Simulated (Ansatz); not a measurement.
Gas-phase electronic energies from Ansatz, PBE0-D4/def2-TZVP geometries. CCSD(T)/CBS is the MP2 limit (def2-TZVPP, def2-QZVPP) plus CCSD(T) − MP2 in def2-TZVPP, frozen cores. Functionals use def2-TZVPP. B3LYP here is the variant with VWN-RPA as its local correlation; programs differ in this. One conformer a species, not always the lowest.

`CC(=S)CCl` + `CC(F)F` → `CC(F)(F)CCl` + `CC=S`  (formal exchange of groups at a C–C bond)

`CC(=S)CCl`:

Z-matrix (Å, degrees):
```
C
C 1 1.487
H 1 1.095 2 109.4
H 1 1.095 2 110.6 3 -116.3
H 1 1.087 2 111.0 3 120.8
S 2 1.617 1 123.8 3 -112.6
C 2 1.501 1 117.2 3 70.5
Cl 7 1.786 2 113.8 1 -42.5
H 7 1.086 2 110.8 1 -164.3
H 7 1.094 2 108.7 1 75.7
```

`CC(F)F`:

Cartesian coordinates in Å:
```
C 0.038 0.406 -0.671
C -0.110 -0.369 0.601
F 0.430 0.324 1.641
F 0.563 -1.549 0.517
H 1.096 0.595 -0.860
H -0.489 1.357 -0.590
H -0.380 -0.163 -1.502
H -1.148 -0.600 0.864
```

`CC(F)(F)CCl`:

Z-matrix (Å, degrees):
```
C
C 1 1.500
H 1 1.090 2 110.0
H 1 1.089 2 110.0 3 -120.5
H 1 1.090 2 108.7 3 119.6
F 2 1.360 1 109.6 3 -177.1
F 2 1.370 1 109.4 3 -61.1
C 2 1.518 1 116.8 3 58.3
Cl 8 1.769 2 112.5 1 58.6
H 8 1.089 2 108.5 1 178.5
H 8 1.088 2 109.4 1 -61.8
```

`CC=S`:

Cartesian coordinates in Å:
```
C 0.033 0.338 -0.582
C -0.100 -0.434 0.677
S 0.931 -0.425 1.911
H -0.843 0.984 -0.714
H 0.035 -0.347 -1.437
H 0.940 0.941 -0.592
H -0.996 -1.058 0.738
```

```json
{"level": "PBE0-D4", "ΔE (kcal/mol)": "1.0"}
{"level": "ωB97M-V", "ΔE (kcal/mol)": "-0.4"}
{"level": "B2PLYP", "ΔE (kcal/mol)": "0.6"}
{"level": "r2SCAN", "ΔE (kcal/mol)": "0.3"}
{"level": "PBE0", "ΔE (kcal/mol)": "0.7"}
{"level": "B3LYP", "ΔE (kcal/mol)": "0.5"}
{"level": "HF/def2-TZVPP", "ΔE (kcal/mol)": "-0.7"}
{"level": "MP2/CBS(def2)", "ΔE (kcal/mol)": "1.4"}
```

**Question.** What does CCSD(T)/CBS give? (Best estimate.)

**Answer.** The calculation gave: +0.1 kcal/mol. The listed levels differ from it by 0.9, -0.5, 0.5, 0.2, 0.6, 0.4, -0.8, 1.3 kcal/mol.

Largest T1 diagnostic among the species: 0.016.
